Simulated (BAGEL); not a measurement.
**A workflow on C2H8Si (dimethylsilane)**

Aim: the energy (HF/cc-pVDZ), then the energy (NEVPT2(2,2)/cc-pVDZ), then the energy (CASPT2(2,2)/cc-pVDZ) of C2H8Si (dimethylsilane). 

Program for the calculation: BAGEL 1.2.2.

1 further run of the same task is left out (set aside as unsound or not needed).

**1. The structure to begin with**

The species is C2H8Si (11 atoms), meant as a singlet with charge 0. As SMILES, `C[SiH2]C`. One bond was lengthened or shortened from a relaxed shape.

Bond lengths: C1–Si2 1.872 Å, Si2–C3 1.872 Å, C1–H4 1.092 Å, C1–H5 1.093 Å, C1–H6 1.093 Å, Si2–H7 1.491 Å, Si2–H8 1.491 Å, C3–H9 1.093 Å, C3–H10 0.929 Å, C3–H11 1.093 Å. Some angles: C1–Si2–C3 111.5°, C1–Si2–H7 109.5°, C1–Si2–H8 109.5°, C3–Si2–H7 109.5°, C3–Si2–H8 109.5°, Si2–C1–H4 111.0°, Si2–C1–H5 110.9°, Si2–C1–H6 110.9°, Si2–C3–H9 110.9°, Si2–C3–H10 111.0°.

**2. A single-point energy at HF/cc-pVDZ (density fitting with svp-jkfit) (run 1)**

The input, calc.json:

```json
{ "bagel": [

{
  "title": "molecule",
  "basis": "cc-pvdz.json",
  "df_basis": "svp-jkfit",
  "geometry": [
    { "atom": "C", "xyz": [    -1.86385388,     1.55858186,    -1.15547682 ] },
    { "atom": "Si", "xyz": [    -0.46356683,    -1.50353036,    -0.07152991 ] },
    { "atom": "C", "xyz": [     2.66544169,    -1.01050081,     1.50317887 ] },
    { "atom": "H", "xyz": [    -3.68857343,     1.25565876,    -2.07180502 ] },
    { "atom": "H", "xyz": [    -0.61946923,     2.49853163,    -2.50965456 ] },
    { "atom": "H", "xyz": [    -2.15619452,     2.83924925,     0.43812922 ] },
    { "atom": "H", "xyz": [    -0.14363619,    -3.22507085,    -2.27967489 ] },
    { "atom": "H", "xyz": [    -2.23216151,    -2.76227693,     1.72541066 ] },
    { "atom": "H", "xyz": [     4.01017080,    -0.12705385,     0.20814955 ] },
    { "atom": "H", "xyz": [     3.34972853,    -2.53601246,     2.03599093 ] },
    { "atom": "H", "xyz": [     2.47306757,     0.21309686,     3.15593333 ] }
  ]
},

{
  "title": "hf"
},

{
  "title": "print",
  "file": "orbitals.molden",
  "orbitals": true
}

]}
```

The basis set cc-pVDZ is read from a file made from the Basis Set Exchange's data (not shown).

Started as:

```sh
$ BAGEL_NUM_THREADS=1 BAGEL calc.json > calc.out
```

Log:

```text
* using 1 threads per process

  ===============================================================
  ===============================================================

  *** Geometry ***

  { "atom" : "C", "xyz" : [     -1.863854,      1.558582,     -1.155477 ] },
  { "atom" : "Si", "xyz" : [     -0.463567,     -1.503530,     -0.071530 ] },
  { "atom" : "C", "xyz" : [      2.665442,     -1.010501,      1.503179 ] },
  { "atom" : "H", "xyz" : [     -3.688573,      1.255659,     -2.071805 ] },
  { "atom" : "H", "xyz" : [     -0.619469,      2.498532,     -2.509655 ] },
  { "atom" : "H", "xyz" : [     -2.156195,      2.839249,      0.438129 ] },
  { "atom" : "H", "xyz" : [     -0.143636,     -3.225071,     -2.279675 ] },
  { "atom" : "H", "xyz" : [     -2.232162,     -2.762277,      1.725411 ] },
  { "atom" : "H", "xyz" : [      4.010171,     -0.127054,      0.208150 ] },
  { "atom" : "H", "xyz" : [      3.349729,     -2.536012,      2.035991 ] },
  { "atom" : "H", "xyz" : [      2.473068,      0.213097,      3.155933 ] },

  Number of auxiliary basis functions:      422

  Since a DF basis is specified, we compute 2- and 3-index integrals:
    o Being stored without compression. Storage requirement is 0.025 GB

  Number of basis functions:       86
  Number of electrons      :       34

    * METHOD: MOLECULE                             0.18

  *** RHF ***

  === Nuclear Repulsion ===
   114.9110866316

      * DIIS with orbital gradients will be used.

  === RHF iteration (cc-pvdz.json) ===
      0       -369.13728381          0.01652948           0.05
      1       -369.28845600          0.00673341           0.05
      2       -369.31318022          0.00149543           0.05
      3       -369.31472952          0.00014271           0.05
      4       -369.31474564          0.00003819           0.05
      5       -369.31474710          0.00001011           0.05
      6       -369.31474717          0.00000269           0.05
      7       -369.31474717          0.00000059           0.05
      8       -369.31474717          0.00000019           0.05
      9       -369.31474717          0.00000004           0.05
     10       -369.31474717          0.00000001           0.05
    * SCF iteration converged.

    * Permanent dipole moment:
           (   -0.147846,    -0.243528,    -0.048996) a.u.

    * METHOD: HF                                   0.68

    * METHOD: PRINT                                0.01

  ===============================================================
```

It took 1.1 s on 1 thread of Arm Neoverse V2, shared host; peak memory 0.1 GiB.

**3. A single-point energy at NEVPT2(2,2)/cc-pVDZ (density fitting with svp-jkfit) (run 2)**

The input, input.json:

```json
{ "bagel" : [

{
  "title" : "molecule",
  "basis" : "cc-pvdz.json",
  "df_basis" : "svp-jkfit",
  "geometry" : [
    { "atom" : "C", "xyz" : [    -1.86385388,     1.55858186,    -1.15547682 ] },
    { "atom" : "Si", "xyz" : [    -0.46356683,    -1.50353036,    -0.07152991 ] },
    { "atom" : "C", "xyz" : [     2.66544169,    -1.01050081,     1.50317887 ] },
    { "atom" : "H", "xyz" : [    -3.68857343,     1.25565876,    -2.07180502 ] },
    { "atom" : "H", "xyz" : [    -0.61946923,     2.49853163,    -2.50965456 ] },
    { "atom" : "H", "xyz" : [    -2.15619452,     2.83924925,     0.43812922 ] },
    { "atom" : "H", "xyz" : [    -0.14363619,    -3.22507085,    -2.27967489 ] },
    { "atom" : "H", "xyz" : [    -2.23216151,    -2.76227693,     1.72541066 ] },
    { "atom" : "H", "xyz" : [     4.01017080,    -0.12705385,     0.20814955 ] },
    { "atom" : "H", "xyz" : [     3.34972853,    -2.53601246,     2.03599093 ] },
    { "atom" : "H", "xyz" : [     2.47306757,     0.21309686,     3.15593333 ] }
  ]
},

{
  "title" : "hf"
},

{
  "title" : "casscf",
  "nstate" : 1,
  "nact" : 2,
  "nclosed" : 16,
  "active" : [11, 27],
  "maxiter" : 200,
  "natocc" : true
},

{
  "title" : "nevpt2",
  "nstate" : 1,
  "nact" : 2,
  "nclosed" : 16,
  "active" : [11, 27],
  "maxiter" : 200,
  "natocc" : true,
  "ncore" : 7
},

{
  "title" : "print",
  "file" : "orbitals.molden",
  "orbitals" : true
}

]}
```

The basis set cc-pVDZ is read from a file made from the Basis Set Exchange's data (not shown).

Started as:

```sh
$ BAGEL_NUM_THREADS=1 BAGEL input.json > input.out
```

Log:

```text
* using 1 threads per process

  ===============================================================
  ===============================================================

  *** Geometry ***

  { "atom" : "C", "xyz" : [     -1.863854,      1.558582,     -1.155477 ] },
  { "atom" : "Si", "xyz" : [     -0.463567,     -1.503530,     -0.071530 ] },
  { "atom" : "C", "xyz" : [      2.665442,     -1.010501,      1.503179 ] },
[... 7 lines of this table left out ...]
  { "atom" : "H", "xyz" : [      2.473068,      0.213097,      3.155933 ] },

  Number of auxiliary basis functions:      422

  Since a DF basis is specified, we compute 2- and 3-index integrals:
    o Being stored without compression. Storage requirement is 0.025 GB

  Number of basis functions:       86
  Number of electrons      :       34

    * METHOD: MOLECULE                             0.18

  *** RHF ***

  === Nuclear Repulsion ===
   114.9110866316

      * DIIS with orbital gradients will be used.

  === RHF iteration (cc-pvdz.json) ===
      0       -369.13728381          0.01652948           0.05
      1       -369.28845600          0.00673341           0.05
      2       -369.31318022          0.00149543           0.05
[... 7 lines of this table left out ...]
     10       -369.31474717          0.00000001           0.05
    * SCF iteration converged.

    * Permanent dipole moment:
           (   -0.147846,    -0.243528,    -0.048996) a.u.

    * METHOD: HF                                   0.68

  ---------------------------
      CASSCF calculation
  ---------------------------

    ==== Active orbitals : =====
         Orbital 11
         Orbital 27
    ============================

    * nstate   :      1
    * nclosed  :     16
    * nact     :      2
    * nvirt    :     68
  === CASSCF iteration (cc-pvdz.json) ===

    * Using the second-order algorithm

      0  0      -369.31495721     5.80e-05      0.02

      1  0      -369.31869390     5.18e-04      0.32
[... 15 lines of this table left out ...]
      9  0      -369.32608853     3.70e-09      0.27

    * Second-order optimization converged. *

     guess   0:   closed 1.                   open ..

  === FCI iteration ===

      0  0      -369.31466553     8.13e-02      0.00
      1  0      -369.32608568     9.61e-04      0.00
      2  0 *    -369.32608853     3.28e-16      0.00

     * ci vector, state   0, <S^2> = 0.0000
       2.     0.9975381981
       .2    -0.0701251977

    * METHOD: CASSCF                               2.91

    * freezing 7 orbitals

  === DF-NEVPT2 calculation ===

    * 3-index integral transformation done
    * assembly done

      NEVPT2 correlation energy:   -0.3854329792      0.15

          (+0)     -0.3324731427
          (+0)'    -0.0140143603
          (+1)     -0.0028644517
          (+1)'    -0.0000000000
          (+2)     -0.0001615838
          (-1)     -0.0260296628
          (-1)'     0.0000000000
          (-2)     -0.0098897778

      NEVPT2 total energy:       -369.7115215142

    * METHOD: NEVPT2                               0.25

    * METHOD: PRINT                                0.01

  ===============================================================
```

It took 4.2 s on 1 thread of Arm Neoverse V2, shared host; peak memory 0.14 GiB.

**4. A single-point energy at CASPT2(2,2)/cc-pVDZ (density fitting with svp-jkfit) (run 3)**

The input, job.json:

```json
{ "bagel": [

{
  "title": "molecule",
  "basis": "cc-pvdz.json",
  "df_basis": "svp-jkfit",
  "geometry": [
    { "atom": "C", "xyz": [    -1.86385388,     1.55858186,    -1.15547682 ] },
    { "atom": "Si", "xyz": [    -0.46356683,    -1.50353036,    -0.07152991 ] },
    { "atom": "C", "xyz": [     2.66544169,    -1.01050081,     1.50317887 ] },
    { "atom": "H", "xyz": [    -3.68857343,     1.25565876,    -2.07180502 ] },
    { "atom": "H", "xyz": [    -0.61946923,     2.49853163,    -2.50965456 ] },
    { "atom": "H", "xyz": [    -2.15619452,     2.83924925,     0.43812922 ] },
    { "atom": "H", "xyz": [    -0.14363619,    -3.22507085,    -2.27967489 ] },
    { "atom": "H", "xyz": [    -2.23216151,    -2.76227693,     1.72541066 ] },
    { "atom": "H", "xyz": [     4.01017080,    -0.12705385,     0.20814955 ] },
    { "atom": "H", "xyz": [     3.34972853,    -2.53601246,     2.03599093 ] },
    { "atom": "H", "xyz": [     2.47306757,     0.21309686,     3.15593333 ] }
  ]
},

{
  "title": "hf",
  "charge": 0
},

{
  "title": "casscf",
  "nstate": 1,
  "nact": 2,
  "nclosed": 16,
  "charge": 0,
  "active": [11, 27],
  "maxiter": 200,
  "natocc": "true"
},

{
  "title": "print",
  "file": "orbitals.molden",
  "orbitals": "true"
},

{
  "title": "smith",
  "method": "caspt2",
  "ms": "true",
  "xms": "true",
  "sssr": "true",
  "shift": 0.2,
  "shift_imag": "true",
  "ncore": 7
}

]}
```

The basis set cc-pVDZ is read from a file made from the Basis Set Exchange's data (not shown).

Started as:

```sh
$ BAGEL_NUM_THREADS=1 BAGEL job.json > job.out
```

Log:

```text
* using 1 threads per process

  ===============================================================
  ===============================================================

  *** Geometry ***

  { "atom" : "C", "xyz" : [     -1.863854,      1.558582,     -1.155477 ] },
  { "atom" : "Si", "xyz" : [     -0.463567,     -1.503530,     -0.071530 ] },
  { "atom" : "C", "xyz" : [      2.665442,     -1.010501,      1.503179 ] },
[... 7 lines of this table left out ...]
  { "atom" : "H", "xyz" : [      2.473068,      0.213097,      3.155933 ] },

  Number of auxiliary basis functions:      422

  Since a DF basis is specified, we compute 2- and 3-index integrals:
    o Being stored without compression. Storage requirement is 0.025 GB

  Number of basis functions:       86
  Number of electrons      :       34

    * METHOD: MOLECULE                             0.18

  *** RHF ***

  === Nuclear Repulsion ===
   114.9110866316

      * DIIS with orbital gradients will be used.

[... 6 lines left out ...]
    * SCF iteration converged.
[... 1 line left out ...]
    * Permanent dipole moment:
[... 27 lines left out ...]
    * Second-order optimization converged. *
[... 9 lines left out ...]
     * ci vector, state   0, <S^2> = 0.0000
[... 16 lines left out ...]
    * Zeroth order energy : state  0       -1.3430842171
[... 3 lines left out ...]
      -------------------------------------------  CASPT2 iteration  ---------------------------------------------------
       #      aibj      arbs      arbi      airj      risj      airs      arst      rist         Etot      error   time
      ------------------------------------------------------------------------------------------------------------------

       0  -0.33152  -0.01187  -0.02666  -0.00332  -0.00023  -0.01207  -0.00000  -0.00000   -0.3856561  0.0019660   0.07
       1  -0.33186  -0.01197  -0.02681  -0.00346  -0.00026  -0.01256  -0.00000  -0.00000   -0.3869220  0.0003878   0.06
       2  -0.33190  -0.01197  -0.02681  -0.00347  -0.00026  -0.01258  -0.00000  -0.00000   -0.3869849  0.0000852   0.06
       3  -0.33190  -0.01197  -0.02681  -0.00346  -0.00026  -0.01259  -0.00000  -0.00000   -0.3869872  0.0000196   0.06
       4  -0.33190  -0.01197  -0.02681  -0.00346  -0.00026  -0.01259  -0.00000  -0.00000   -0.3869873  0.0000049   0.07
       5  -0.33190  -0.01197  -0.02681  -0.00346  -0.00026  -0.01259  -0.00000  -0.00000   -0.3869873  0.0000010   0.07

      ------------------------------------------------------------------------------------------------------------------

    * CASPT2 energy : state  0     -369.7153837478
        w/o shift correction       -369.7130758509
        reference weight              0.8759720428

    * METHOD: SMITH                                0.57

  ===============================================================
```

It took 4.5 s on 1 thread of Arm Neoverse V2, shared host; peak memory 0.16 GiB.

**5. What came out**

| quantity | value |
| --- | --- |
| run 1, HF/cc-pVDZ: total energy | -369.31475 Eh |
| run 1, HF/cc-pVDZ: dipole moment | 0.73 D |
| run 1, HF/cc-pVDZ: HOMO energy | -11.97 eV |
| run 1, HF/cc-pVDZ: LUMO energy | 4.79 eV |
| run 1, HF/cc-pVDZ: HOMO–LUMO gap | 16.76 eV |
| run 2, NEVPT2(2,2)/cc-pVDZ: total energy | -369.71152 Eh |
| run 3, CASPT2(2,2)/cc-pVDZ: total energy | -369.71538 Eh |
